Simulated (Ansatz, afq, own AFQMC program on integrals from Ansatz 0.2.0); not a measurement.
Two steps: Ansatz 0.2.0 writes the Fock matrix and Cholesky factors of the valence space, and afq projects on them the lowest state that overlaps trial and start.

```yaml
crystal:
  periodic: [false, false, false]
  atoms:
    - {symbol: Ge, position_ang: [-0.363858, -0.002767, 0.001138]}
    - {symbol: N, position_ang: [2.100704, 0.015974, -0.006572]}
    - {symbol: H, position_ang: [-1.004324, 1.891005, 0.005114]}
    - {symbol: H, position_ang: [-0.977522, -0.958501, 1.646305]}
    - {symbol: H, position_ang: [-0.987836, -0.955086, -1.642128]}
basis:
  gaussian: {orbitals: cc-pVDZ}
magnetization: {spin_polarized: false, initial_magnetization: 2}
correlation: {method: ccsd_t, electrons: outside_noble_gas, hamiltonian_folder: ham}
```

```sh
$ ansatz run in.yaml --threads 1 --pin off --events-out ev --progress --plain --max-ram 1382MiB
```

afq runs on the folder ham with

```
--method phaseless --trial cisd --walkers 60 --populations 1 --least-time 40 --time-step 0.005 --steps-per-block 50 --equilibration-blocks 40 --max-blocks 300 --target-error 0.00084 --factor-cut 1e-05 --start spin_pure --seed 7858 --release-times 0.24,0.51,0.99,1.62,2.4 --release-step 0.03 --release-every 4 --taylor-order 6
```

Times are imaginary, in 1/Eh. The walk had a cap of 1833 s. Filled inner d shells are frozen with the cores.

```
orbitals 41  electrons 7 5  factors 298 of 597
reference energy -2131.27332967 Eh
CCSD correlation -0.27967312 Eh in 16 cycles, weight of the determinant in the CISD state 0.7825
energy of the start -2131.553002 Eh
 block  time / (1/Eh)  mean weight  energy / Eh
     1     0.250  0.9988  -2131.547086
     2     0.500  1.0004  -2131.548737
     3     0.750  0.9990  -2131.550204
     4     1.000  0.9979  -2131.555113
     5     1.250  1.0002  -2131.555751
     9     2.250  1.0025  -2131.568603
    21     5.250  1.0004  -2131.561949
    41    10.250  1.0003  -2131.560319
    61    15.250  1.0000  -2131.566983
    81    20.250  1.0017  -2131.561626
   101    25.250  0.9987  -2131.570632
   111    27.750  0.9998  -2131.587029
   121    30.250  1.0016  -2131.559281
   141    35.250  0.9990  -2131.558384
   161    40.250  0.9999  -2131.565386
   176    44.000  0.9986  -2131.555431
   181    45.250  1.0002  -2131.561224
   196    49.000  1.0023  -2131.567087
blocks merged  error / Eh  count
     1  0.000460  160
     2  0.000540  80
     4  0.000666  40
     8  0.000716  20
    16  0.000731  10
released: time / (1/Eh)  energy / Eh  error  mean overlap
  0.24  -2131.564782  0.001198  1.0066
  0.51  -2131.564827  0.000899  1.0126
  0.99  -2131.565504  0.001351  1.0202
  1.62  -2131.565910  0.001223  1.0348
  2.40  -2131.564449  0.001206  1.0976
energy -2131.564683 +/- 0.000716 Eh
(rows thinned)
```

(1) Estimate how long the walk took on 1 thread of Arm Neoverse V2 (shared host).

The run passed its tests (sampling time, drift between the halves within three errors, error under three times the target), which doesn't prove that it has relaxed. The second half of the sampling lies above the first by 1.6 errors of their difference, so the energy may still be moving and its error bar be too small.

Against this walk (error 19.5 meV) on the same determinant: CCSD(T) 19.7 meV higher (within the noise). The error is statistical and leaves out the bias of the constraint. None of these is a sure reference here. Released to 2.40 1/Eh the energy moves by 6 ± 38 meV (both errors), within twice the noise.

Cautions: constraint bias not in the error; no relativity below Rb; no spin-orbit coupling; inner d shell frozen; lower spins were not checked; higher spins were not checked; a spin-contaminated unrestricted determinant lies lower (UHF 1.05 eV lower, ⟨S²⟩ 2.71); raised T1 diagnostic (T1 0.047, weight of the determinant 0.78, largest double 0.12); the bias of populations of 60 walkers isn't removed.

## Answers

(1) 5.2 min of wall time.

A walk keeps the symmetry of its determinant, which the program's search chose and which needn't be the lowest solution, so a lower state of the same spin and another symmetry isn't excluded.
